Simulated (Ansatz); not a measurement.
Basis-set extrapolation for CH3ClO2 (`OC(O)Cl`) (PBE0-D4/def2-TZVP geometry, frozen core, the Gaussian-basis code of Ansatz). Multiplicity 1, RHF reference.

|  | def2-TZVPP | def2-QZVPP |
| --- | --- | --- |
| HF | -648.931556 | -648.953156 |
| MP2 correlation | -0.839140 | -0.909584 |
| CCSD(T) correlation | -0.897844 | not run |

Energies in hartree. Use E(X) = E(∞) + A·exp(−7.88·√X) for Hartree–Fock and E(X) = E(∞) + B·X^(−2.97) for correlation, with X = 3 and 4, and add CCSD(T) minus MP2 of the smaller set to the MP2 limit.

Task: What is the CCSD(T) energy at the basis-set limit?

Result: HF limit: -648.953156 + (-0.021600) × 0.13774 = -648.95613. MP2 limit: -0.909584 + (-0.070444) × 0.74074 = -0.96176. Higher-order term: -0.897844 − (-0.839140) = -0.05870. Total: -649.97659 hartree, 92.4 kcal/mol below CCSD(T)/def2-TZVPP.
